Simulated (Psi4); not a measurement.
# One shape, several levels: CH4Si (SMILES C[SiH])

Aim: a comparison of 4 runs (BHLYP/def2-TZVP, CAM-B3LYP/def2-TZVP, wB97M-V/def2-TZVP, wB97X/def2-TZVP) of CH4Si. 

The calculation is run with Psi4 1.11.

1 further run of the same task is left out (set aside as unsound or not needed).

## (1) The structure to begin with

CH4Si: 6 atoms, total charge 0, spin state singlet. As SMILES, `C[SiH]`. The C1–H3 distance was set to 2.415 Å, away from the relaxed value. At this shape a bond of the SMILES string is far longer than usual.

Bond lengths: C1–Si2 1.892 Å, C1–H4 1.091 Å, C1–H5 1.098 Å, Si2–H6 1.531 Å. Angles: C1–Si2–H6 94.2°, Si2–C1–H4 113.8°, Si2–C1–H5 109.5°, H4–C1–H5 109.0°.

## (2) A single-point energy at BHLYP/def2-TZVP (run 1)

Input file ch4si.xyz:

```xyz
6
CH4Si
C      1.182545    -0.313081    -0.692011
Si     2.193345     0.262719     0.800589
H     -1.156900    -0.410100    -0.102200
H      1.491045    -1.282681    -1.084711
H      1.252045     0.434919    -1.492511
H      1.418245     1.572919     0.962289
```

Input file job.py:

```python
import psi4

psi4.set_memory('2200 MB')
psi4.set_num_threads(1)
psi4.core.set_output_file('ch4si.out', False)

with open('ch4si.xyz') as f:
    atoms = ''.join(f.readlines()[2:])
mol = psi4.geometry('0 1\n' + atoms + 'symmetry c1\nno_reorient\nno_com')

options = {'basis': 'def2-TZVP', 'puream': True, 'e_convergence': 1e-09, 'd_convergence': 1e-08, 'scf_type': 'pk', 'dft_radial_points': 99, 'dft_spherical_points': 590}
psi4.set_options(options)

result = psi4.energy('bhhlyp', molecule=mol)
print('E =', round(result, 9))
```

The run is started by

```
$ python job.py
```

ch4si.out:

```text
[...]
  Running in c1 symmetry.
[...]
  Nuclear repulsion =   45.863788213687393
[...]
  Multiplicity = 1
[...]
  Nalpha       = 12
  Nbeta        = 12
[...]
    Number of basis functions: 92
[...]
   @RKS iter   1:  -329.35640779825678   -3.43080e-01   7.94708e-03 ADIIS/DIIS
[...]
   @RKS iter  13:  -329.75219842060909   -6.65068e-12   4.62499e-09 DIIS
[...]
    Orbital Energies [Eh]
    ---------------------
    Doubly Occupied:
       1A    -67.164152     2A    -10.638101     3A     -5.626458
       4A     -3.892110     5A     -3.886972     6A     -3.885048
       7A     -0.793784     8A     -0.557584     9A     -0.500433
      10A     -0.388942    11A     -0.327792    12A     -0.270685
[...]
  @RKS Final Energy:  -329.75219842060909
   => Energetics <=
    Nuclear Repulsion Energy =             45.8637882136873927
    One-Electron Energy =                -545.1889452488649113
    Two-Electron Energy =                 183.7744514364525799
    DFT Exchange-Correlation Energy =     -14.2014928218841181
    Empirical Dispersion Energy =           0.0000000000000000
    VV10 Nonlocal Energy =                  0.0000000000000000
    Total Energy =                       -329.7521984206090906
[...]
 Multipole Moments:
 ------------------------------------------------------------------------------------
     Multipole            Electronic (a.u.)      Nuclear  (a.u.)        Total (a.u.)
 ------------------------------------------------------------------------------------
 L = 1.  Multiply by 2.5417464519 to convert [e a0] to [Debye]
 Dipole X            :        -76.6303723           77.1131753            0.4828030
 Dipole Y            :         -3.9443629            3.9960848            0.0517218
 Dipole Z            :        -10.3208466           10.0893366           -0.2315100
 Magnitude           :                                                    0.5379319
[...]
```

On the terminal:

```text
E = -329.752198421
```

Wall time 16 s (1 thread of Intel Xeon Platinum 8488C (Sapphire Rapids), shared host); peak memory 1.2 GiB.

## (3) Energy and forces at CAM-B3LYP/def2-TZVP (run 2)

Input file job.inp:

```
memory 2.2 GB

molecule {
  0 1
  C      1.182545    -0.313081    -0.692011
  Si     2.193345     0.262719     0.800589
  H     -1.156900    -0.410100    -0.102200
  H      1.491045    -1.282681    -1.084711
  H      1.252045     0.434919    -1.492511
  H      1.418245     1.572919     0.962289
  symmetry c1
}

set {
  basis                def2-TZVP
  reference            rks
  puream               true
  e_convergence        1e-09
  d_convergence        1e-08
  scf_type             pk
  dft_radial_points    99
  dft_spherical_points 590
}

E = gradient('cam-b3lyp')
print_variables()
```

The run is started by

```
$ psi4 -n 1 job.inp job.out
```

job.out:

```text
[...]
  Running in c1 symmetry.
[...]
  Nuclear repulsion =   45.863788213687393
[...]
  Multiplicity = 1
[...]
  Nalpha       = 12
  Nbeta        = 12
[...]
    Number of basis functions: 92
[...]
   @RKS iter   1:  -329.33903240994448   -3.30168e-01   8.54548e-03 DIIS/ADIIS
[...]
   @RKS iter  13:  -329.76364984650445   -2.14300e-11   6.59921e-09 DIIS
[...]
    Orbital Energies [Eh]
    ---------------------
    Doubly Occupied:
       1A    -66.210612     2A    -10.295913     3A     -5.369279
       4A     -3.733052     5A     -3.725156     6A     -3.722446
       7A     -0.773554     8A     -0.558476     9A     -0.498102
      10A     -0.392046    11A     -0.343436    12A     -0.283835
[...]
  @RKS Final Energy:  -329.76364984650445
   => Energetics <=
    Nuclear Repulsion Energy =             45.8637882136873927
    One-Electron Energy =                -545.2468176969539400
    Two-Electron Energy =                 190.2328658024700303
    DFT Exchange-Correlation Energy =     -20.6134861657078901
    Empirical Dispersion Energy =           0.0000000000000000
    VV10 Nonlocal Energy =                  0.0000000000000000
    Total Energy =                       -329.7636498465044497
[...]
 Multipole Moments:
 ------------------------------------------------------------------------------------
     Multipole            Electronic (a.u.)      Nuclear  (a.u.)        Total (a.u.)
 ------------------------------------------------------------------------------------
 L = 1.  Multiply by 2.5417464519 to convert [e a0] to [Debye]
 Dipole X            :          4.2851530           -3.8703649            0.4147881
 Dipole Y            :          0.0802158           -0.0340717            0.0461441
 Dipole Z            :          2.4301138           -2.6518912           -0.2217774
 Magnitude           :                                                    0.4726137
[...]
  -Total Gradient:
     Atom            X                  Y                   Z
    ------   -----------------  -----------------  -----------------
       1        0.003099616522    -0.004057225445    -0.013230329619
       2        0.019686272852    -0.003560831325     0.006773711525
       3       -0.047804739848    -0.000906129074     0.011922547397
       4        0.017061356589     0.003498605650    -0.001494504187
       5        0.012152809821     0.001054855744    -0.001580641943
       6       -0.004194933880     0.003970791405    -0.002390539927
[...]
```

It took 30 s on 1 thread of Intel Xeon Platinum 8488C (Sapphire Rapids), shared host; peak memory 1.2 GiB.

Run 3 isn't shown in full; the table further down has it.

## (4) Energy and forces at wB97X/def2-TZVP (run 4)

Input file job.in:

```
memory 2.2 GB

molecule geom {
  0 1
  C
  Si 1 r2
  H 1 r3 2 a3
  H 1 r4 2 a4 3 d4
  H 1 r5 4 a5 2 d5
  H 2 r6 1 a6 4 d6

  r2 = 1.892384
  r3 = 2.4146
  a3 = 109.69889
  r4 = 1.090646
  a4 = 113.79156
  d4 = -122.45269
  r5 = 1.097786
  a5 = 108.9829
  d5 = 122.52583
  r6 = 1.530866
  a6 = 94.20249
  d6 = -179.79521
  units angstrom
  symmetry c1
}

set globals {
  basis                def2-TZVP
  puream               true
  e_convergence        1e-09
  d_convergence        1e-08
  scf_type             pk
  dft_radial_points    99
  dft_spherical_points 590
}

E, wfn = gradient("wb97x", return_wfn=True)
oeprop(wfn, "MAYER_INDICES", "MULLIKEN_CHARGES", "DIPOLE")
```

The run is started by

```
$ psi4 -n 1 job.in job.out
```

job.out:

```text
[...]
  Running in c1 symmetry.
[...]
  Nuclear repulsion =   45.863789990584507
[...]
  Multiplicity = 1
[...]
  Nalpha       = 12
  Nbeta        = 12
[...]
    Number of basis functions: 92
[...]
   @RKS iter   1:  -329.44698766015728   -5.30917e-01   7.08421e-03 ADIIS/DIIS
[...]
   @RKS iter  14:  -329.75861150737967   -5.62750e-12   4.49821e-09 DIIS
[...]
  @RKS Final Energy:  -329.75861150737967
   => Energetics <=
    Nuclear Repulsion Energy =             45.8637899905845074
    One-Electron Energy =                -545.1989481615332807
    Two-Electron Energy =                 189.7701338104524780
    DFT Exchange-Correlation Energy =     -20.1935871468833916
    Empirical Dispersion Energy =           0.0000000000000000
    VV10 Nonlocal Energy =                  0.0000000000000000
    Total Energy =                       -329.7586115073796691
[...]
  -Total Gradient:
     Atom            X                  Y                   Z
    ------   -----------------  -----------------  -----------------
       1       -0.000623492042    -0.014196571243    -0.007466845351
       2       -0.006912585896    -0.013048018722     0.012945355826
       3        0.001047302925     0.049795142466    -0.018001175425
       4        0.002630004602    -0.014276146546     0.009234121981
       5       -0.000718346860    -0.010506545972     0.005857062219
       6        0.004629679167     0.002261679708    -0.002598415313
[...]
 Multipole Moments:
 ------------------------------------------------------------------------------------
     Multipole            Electronic (a.u.)      Nuclear  (a.u.)        Total (a.u.)
 ------------------------------------------------------------------------------------
 L = 1.  Multiply by 2.5417464519 to convert [e a0] to [Debye]
 Dipole X            :         -1.0876972            1.1733745            0.0856772
 Dipole Y            :         -2.2734638            1.8036607           -0.4698031
 Dipole Z            :          4.2039493           -4.1693420            0.0346072
 Magnitude           :                                                    0.4788039
[...]
  Mulliken Charges: (a.u.)
   Center  Symbol    Alpha    Beta     Spin     Total
       1     C     3.20678  3.20678  0.00000 -0.41356
       2    SI     6.90872  6.90872  0.00000  0.18255
       3     H     0.52462  0.52462  0.00000 -0.04924
       4     H     0.41999  0.41999  0.00000  0.16002
       5     H     0.42307  0.42307  0.00000  0.15386
       6     H     0.51682  0.51682  0.00000 -0.03363
   Total alpha = 12.00000, Total beta = 12.00000, Total charge = -0.00000
  Mayer Bond Indices:
[...]
```

Wall time 35 s (1 thread of Intel Xeon Platinum 8488C (Sapphire Rapids), shared host); peak memory 1.2 GiB.

## (5) All runs side by side

| run | level | task | properties | energy (Eh) | dipole moment (D) | HOMO energy (eV) | LUMO energy (eV) | wall time |
| --- | --- | --- | --- | --- | --- | --- | --- | --- |
| 1 | BHLYP/def2-TZVP | energy | – | -329.752198 | 1.37 | -7.37 | -3.03 | 16 s |
| 2 | CAM-B3LYP/def2-TZVP | gradient | – | -329.763650 | 1.20 | -7.72 | -2.89 | 30 s |
| 3 | wB97M-V/def2-TZVP | energy | – | -329.733280 | 1.22 | -8.45 | -2.03 | 1.7 min |
| 4 | wB97X/def2-TZVP | gradient | (mayer, mulliken, dipole) | -329.758612 | 1.22 | -8.66 | -2.01 | 35 s |

## (6) Outcome

| quantity | value |
| --- | --- |
| run 4: total energy | -329.75861 Eh |
| run 4: dipole moment | 1.22 D |
| run 4: HOMO energy | -8.66 eV |
| run 4: LUMO energy | -2.01 eV |
| run 4: HOMO–LUMO gap | 6.65 eV |
| run 4: largest force on an atom | 2.723 eV/Å |

What this shows: The dipole moment (its size) runs from 1.20 D (CAM-B3LYP/def2-TZVP) to 1.37 D (BHLYP/def2-TZVP). The HOMO–LUMO gap runs from 4.33 eV (BHLYP/def2-TZVP) to 6.65 eV (wB97X/def2-TZVP). Totals of different functionals can't be ranked against each other. In runs 1, 2, 3, 4 a closed-shell determinant meets a far-stretched bond, which it describes badly. All runs together took 3.1 min, the longest 1.7 min.
